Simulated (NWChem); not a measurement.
The numbers come from NWChem runs, not from measurements. System: Li, charge 1, spin multiplicity 1. Level: MP2/def2-TZVP, no orbitals frozen.

The NWChem input:

```
start mol
memory heap 200 mb stack 900 mb global 1100 mb
charge 1
geometry units angstroms nocenter noautoz
  Li     0.000000     0.000000     0.000000
  symmetry group D2h
end
basis spherical
  * library def2-tzvp
end
scf
  rhf
  nopen 0
  maxiter 100
  thresh 1e-7
  semidirect memsize 60000000 filesize 0
end
mp2
end
task mp2 energy
```

Part of the output:

```
             Northwest Computational Chemistry Package (NWChem) 7.3.0
             --------------------------------------------------------

                                NWChem Input Module
                                -------------------

 Scaling coordinates for geometry "geometry" by  1.889725989
 (inverse scale =  0.529177249)

                             Geometry "geometry" -> ""
                             -------------------------

 Output coordinates in angstroms (scale by  1.889725989 to convert to a.u.)

  No.       Tag          Charge          X              Y              Z
 ---- ---------------- ---------- -------------- -------------- --------------
    1 Li                   3.0000     0.00000000     0.00000000     0.00000000

 Effective nuclear repulsion energy (a.u.)       0.0000000000

            Nuclear Dipole moment (a.u.)
            ----------------------------
        X                 Y               Z
 ---------------- ---------------- ----------------
     0.0000000000     0.0000000000     0.0000000000

      Symmetry information
      --------------------

 Group name             D2h
 Group number             26
 Group order               8
 No. of unique centers     1

      Symmetry unique atoms

     1


 Summary of "ao basis" -> "" (spherical)
 ------------------------------------------------------------------------------
       Tag                 Description            Shells   Functions and Types
 ---------------- ------------------------------  ------  ---------------------
 *                         def2-tzvp                  on all atoms

 Summary of "ao basis" -> "ao basis" (spherical)
 ------------------------------------------------------------------------------
       Tag                 Description            Shells   Functions and Types
 ---------------- ------------------------------  ------  ---------------------
 Li                        def2-tzvp                 8       14   5s3p

                                 NWChem SCF Module
                                 -----------------

  ao basis        = "ao basis"
  functions       =    14
  atoms           =     1
  closed shells   =     1
  open shells     =     0
  charge          =   1.00
  wavefunction    = RHF
  use symmetry    = T
  symmetry adapt  = T

 Summary of "ao basis" -> "ao basis" (spherical)
 ------------------------------------------------------------------------------
       Tag                 Description            Shells   Functions and Types
 ---------------- ------------------------------  ------  ---------------------
 Li                        def2-tzvp                 8       14   5s3p

      Symmetry analysis of basis
      --------------------------

        ag          5
        au          0
        b1g         0
        b1u         3
        b2g         0
        b2u         3
        b3g         0
        b3u         3

 Forming initial guess at       0.0s

      Superposition of Atomic Density Guess
      -------------------------------------

 Sum of atomic energies:          -7.43265159

 Renormalizing density from       3.00 to      2

      Non-variational initial energy
      ------------------------------

 Total energy =      -5.435936
 1-e energy   =      -6.475631
 2-e energy   =       1.039696
 HOMO         =      -3.138893
 LUMO         =      -0.348112

      Symmetry analysis of molecular orbitals - initial
      -------------------------------------------------

 !! scf_movecs_sym_adapt:    9 vectors were symmetry contaminated

  Symmetry fudging

 !! scf_movecs_sym_adapt:    9 vectors were symmetry contaminated

  Numbering of irreducible representations:

     1 ag          2 au          3 b1g         4 b1u         5 b2g
     6 b2u         7 b3g         8 b3u

  Orbital symmetries:

     1 ag          2 ag          3 b2u         4 b3u         5 b1u
     6 ag          7 b2u         8 b3u         9 b1u        10 ag
    11 b3u

 Starting SCF solution at       0.1s

 ----------------------------------------------
         Quadratically convergent ROHF

 Convergence threshold     :          1.000E-07
 Maximum no. of iterations :          100
 Final Fock-matrix accuracy:          1.000E-09
 ----------------------------------------------

              iter       energy          gnorm     gmax       time
             ----- ------------------- --------- --------- --------
                 1       -7.2256198570  6.77D-01  4.56D-01      0.1
                 2       -7.2362912706  4.63D-02  3.93D-02      0.1
                 3       -7.2363723698  6.43D-05  5.77D-05      0.1
                 4       -7.2363723700  3.36D-10  3.09D-10      0.1

       Final RHF  results
       ------------------

         Total SCF energy =     -7.236372369969
      One-electron energy =     -8.888087508258
      Two-electron energy =      1.651715138290
 Nuclear repulsion energy =      0.000000000000

        Time for solution =      0.0s

       Symmetry analysis of molecular orbitals - final
       -----------------------------------------------

  Numbering of irreducible representations:

     1 ag          2 au          3 b1g         4 b1u         5 b2g
     6 b2u         7 b3g         8 b3u

  Orbital symmetries:

     1 ag          2 ag          3 b1u         4 b3u         5 b2u
     6 ag          7 b3u         8 b1u         9 b2u        10 ag
    11 b1u

             Final eigenvalues
             -----------------

              1
    1   -2.7923
    2   -0.1963
    3   -0.1209
    4   -0.1209
    5   -0.1209
    6   -0.0278
    7    0.3789
    8    0.3789
    9    0.3789
   10    1.3344
   11    5.9773

                       ROHF Final Molecular Orbital Analysis
                       -------------------------------------

 Vector    2  Occ=0.000000D+00  E=-1.962722D-01  Symmetry=ag
              MO Center=  0.0D+00,  0.0D+00,  0.0D+00, r^2= 5.0D+00
   Bfn.  Coefficient  Atom+Function         Bfn.  Coefficient  Atom+Function
  ----- ------------  ---------------      ----- ------------  ---------------
     5      0.552696  1 Li s                  4      0.546967  1 Li s

 Vector    3  Occ=0.000000D+00  E=-1.209300D-01  Symmetry=b1u
              MO Center= -2.6D-47, -2.7D-47, -2.7D-16, r^2= 5.3D+00
   Bfn.  Coefficient  Atom+Function         Bfn.  Coefficient  Atom+Function
  ----- ------------  ---------------      ----- ------------  ---------------
    11      0.938928  1 Li pz

 Vector    4  Occ=0.000000D+00  E=-1.209300D-01  Symmetry=b3u
              MO Center= -1.9D-16, -1.6D-47,  5.2D-47, r^2= 5.3D+00
   Bfn.  Coefficient  Atom+Function         Bfn.  Coefficient  Atom+Function
  ----- ------------  ---------------      ----- ------------  ---------------
     9      0.938928  1 Li px

 center of mass
 --------------
 x =   0.00000000 y =   0.00000000 z =   0.00000000

 moments of inertia (a.u.)
 ------------------
           0.000000000000           0.000000000000           0.000000000000
           0.000000000000           0.000000000000           0.000000000000
           0.000000000000           0.000000000000           0.000000000000

  Mulliken analysis of the total density
  --------------------------------------

    Atom       Charge   Shell Charges
 -----------   ------   -------------------------------------------------------
    1 Li   3     2.00   0.36  1.29  0.35  0.00 -0.00  0.00  0.00  0.00

       Multipole analysis of the density wrt the origin
       ------------------------------------------------

     L   x y z        total         open         nuclear
     -   - - -        -----         ----         -------
     0   0 0 0      1.000000      0.000000      3.000000

     1   1 0 0      0.000000      0.000000      0.000000
     1   0 1 0      0.000000      0.000000      0.000000
     1   0 0 1      0.000000      0.000000      0.000000

     2   2 0 0     -0.296805      0.000000      0.000000
     2   1 1 0      0.000000      0.000000      0.000000
     2   1 0 1      0.000000      0.000000      0.000000
     2   0 2 0     -0.296805      0.000000      0.000000
     2   0 1 1      0.000000      0.000000      0.000000
     2   0 0 2     -0.296805      0.000000      0.000000

                   NWChem MP2 Semi-direct Energy/Gradient Module
                   ---------------------------------------------

  Basis functions       =     14
  Molecular orbitals    =     14
  Frozen core           =      0
  Frozen virtuals       =      0
  Active alpha occupied =      1
  Active beta occupied  =      1
  Active alpha virtual  =     13
  Active beta virtual   =     13
  Use MO symmetry       = T
  Use skeleton AO sym   = T

  AO/Fock/Back tols     =   1.0D-09  1.0D-09  1.0D-09

 GA uses MA = F    GA memory limited = T

 Available:
  local mem=  1.26D+08
 global mem=  1.44D+08
 local disk=  0.00D+00
  mp2_memr nvloc                    13
  nvloc new                    13
   1 passes of   1:        2097152                        519                      5005.
   1 passes of   1: M    126155886           G      144178808           F     124058734.

 Semi-direct pass number   1 of   1  for RHF alpha+beta  at        0.1s
  vrange nnbf                   105
  mp2_eaftype                    10  avail_ma_in_mb                  1099
 EAF : mp2_eaftype filesize          10       2502.
  mp2_eaf for mointskh                     10
Node 0 wrote      0.0 Mb in      0.0 s     Agg I/O rate:   261.1 Mb/s
 Done moints_semi at        0.1s
  mp2_eaftype                    10  avail_ma_in_mb                  1089
 EAF : mp2_eaftype filesize          10       2502.
  mp2_eaf for kh                    10
 Done maket at        0.1s
 Done multipass loop at        0.1s

          -------------------------------------------
          SCF energy                  -7.236372369969
          Correlation energy          -0.029933433683
          Singlet pairs               -0.029933433683
          Triplet pairs                0.000000000000
          Total MP2 energy            -7.266305803651
          -------------------------------------------

          ---------------------------------------------------
                    Spin Component Scaled (SCS) MP2
          Same spin pairs                      0.000000000000
          Same spin scaling factor             0.333333333333
          Opposite spin pairs                 -0.029933433683
          Opposite spin scaling fact.          1.200000000000
          SCS-MP2 correlation energy          -0.035920120419
          Total SCS-MP2 energy                -7.272292490388
          ---------------------------------------------------

 -----------------------
 Performance information
 -----------------------

 Timer overhead =  2.66D-07 seconds/call

               Nr. of calls         CPU time (s)                 Wall time (s)                GFlops
             ---------------    -------------------     ------------------------------   -------------------
Name         Min   Avg   Max    Min     Avg     Max     Min     Avg     Max   Mx/calls   Min     Max     Sum
mp2: moin     1     1     1   7.34E-3 7.34E-3 7.34E-3  7.34E-3 7.34E-3 7.34E-3 7.34E-3   0.0     0.0     0.0
mp2: make     1     1     1   2.82E-4 2.82E-4 2.82E-4  2.82E-4 2.82E-4 2.82E-4 2.82E-4   0.0     0.0     0.0
mp2: tota     1     1     1   1.76E-2 1.76E-2 1.76E-2  1.76E-2 1.76E-2 1.76E-2 1.76E-2   0.0     0.0     0.0

 The average no. of pstat calls per process was 3.00D+00
 with a timing overhead of 7.99D-07s

 Task  times  cpu:        0.1s     wall:        0.1s

 Total times  cpu:        0.1s     wall:        0.1s
```
